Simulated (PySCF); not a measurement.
BN under electron impact: the energy ladder

CCSD(T) extrapolated to the basis-set limit (PySCF; BN CCSD(T)/CBS(TQ)+CV+SR, BN⁺ CCSD(T)/CBS(TQ)+CV+SR; CV core-valence, SR scalar-relativistic term); no spin–orbit coupling.

```tsv
species	state (unpaired electrons)	Re (Å)	ωe (cm⁻¹)	energy of the minimum from the neutral (eV)	De (eV)	dissociates to
BN	triplet (σ ↑, π ↑)	1.323	1534	0.00	4.54	B + N
BN⁺	quartet (σ ↑, π ↑↑)	1.445	1078	11.41	1.41	B⁺ + N
```

**Question.** Work out the lowest energy to break BN into atoms, from its vibrational ground state.

**Answer.** D0 = De − ωe/2 = 4.54 − 0.10 = 4.44 eV (composite CCSD(T)).

**Question.** Work out the ionisation energy of the B atom at this level and the threshold of dissociative ionisation.

**Answer.** IE(B) = 11.41 + 1.41 − 4.54 = 8.28 eV, so B⁺ + N + e⁻ appears at D0 + IE(B) = 12.72 eV (composite CCSD(T)). The measured IE(B) is 8.298 eV (NIST ASD).

These are thermodynamic thresholds; the onsets seen under electron impact lie higher where the geometry changes, and cross-sections peak well above them.

For an ion De counts to the pair picked by the measured ionisation energies or electron affinities, which need not be the lowest pair at this level. The CCSD T1 diagnostic is raised in BN, BN⁺, a sign that a single reference may not be enough there. States were picked by a PBE0 search and need not be the measured ground states.
